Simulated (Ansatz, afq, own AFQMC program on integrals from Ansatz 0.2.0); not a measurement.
Integrals from Ansatz 0.2.0, then the random walk in our own AFQMC program (afq).

```yaml
crystal:
  periodic: [false, false, false]
  atoms:
    - {symbol: Si, position_ang: [0.000000, 0.025821, 0.471502]}
    - {symbol: C, position_ang: [0.000000, -0.119796, -1.201172]}
    - {symbol: H, position_ang: [0.000000, 1.343598, 1.172331]}
    - {symbol: H, position_ang: [1.215343, -0.739907, 0.872142]}
    - {symbol: H, position_ang: [-1.215343, -0.739907, 0.872142]}
    - {symbol: H, position_ang: [0.000000, 0.844220, -1.741401]}
basis:
  gaussian: {orbitals: 6-31G}
magnetization: {spin_polarized: false}
correlation: {method: ccsd_t, electrons: outside_noble_gas, hamiltonian_folder: ham}
```

```sh
$ ansatz run in.yaml --threads 1 --pin off --events-out ev --progress --plain --max-ram 1382MiB
```

Options of the walk:

```
--method free --trial cisd --walkers 180 --time-step 0.03 --max-blocks 80 --target-error 0.00042 --factor-cut 1e-05 --seed 5171 --times 0,0.21,0.42,0.81,1.2,1.8,2.4,3 --taylor-order 8
```

Times are imaginary, in 1/Eh. The walk had a cap of 529 s.

Output of the walk:

```
orbitals 24  electrons 6 6  factors 178 of 395
reference energy -328.85139760 Eh
CCSD correlation -0.15601511 Eh in 13 cycles, weight of the determinant in the CISD state 0.8839
repeat  energy at the last time / Eh  error
    10  -329.011400  0.000358
    20  -329.011709  0.000344
    30  -329.012022  0.000345
time / (1/Eh)  energy / Eh  error  mean overlap
  0.00  -329.007538  0.000162  1.1344
  0.21  -329.009342  0.000150  1.1326
  0.42  -329.010524  0.000170  1.1224
  0.81  -329.011244  0.000171  1.1280
  1.20  -329.011553  0.000196  1.1284
  1.80  -329.011656  0.000195  1.1397
  2.40  -329.011689  0.000198  1.1582
  3.00  -329.011966  0.000336  1.1724
energy -329.011966 +/- 0.000336 Eh
```

The run passed its tests (error under three times the target), which doesn't prove that it has relaxed.

Against this walk (error 9.1 meV) on the same determinant: CCSD(T) 24.6 meV higher, CCSDT(Q) 12.0 meV lower (within the noise). The error is statistical, and a free projection of finite length keeps a remainder of its start.

Cautions: remainder of the start not in the error; higher spins were not checked; restricted determinant unstable towards unrestricted (UHF 751 meV lower, ⟨S²⟩ 0.85); CCSDT(Q) on the UHF determinant differs (932 meV lower), perhaps since the unrestricted series falls towards higher spin.

The walk took 30 s on 1 thread of Intel(R) Xeon(R) 6975P-C (Granite Rapids) (shared host). The log's last line is the free-projection energy.

CCSDT and higher add their correlation energy to the determinant of the CCSD(T) run, since their own runs factorise the integrals more tightly (a shift of under 2 meV). A walk keeps the symmetry of its determinant, which the program's search chose and which needn't be the lowest solution, so a lower state of the same spin and another symmetry isn't excluded.
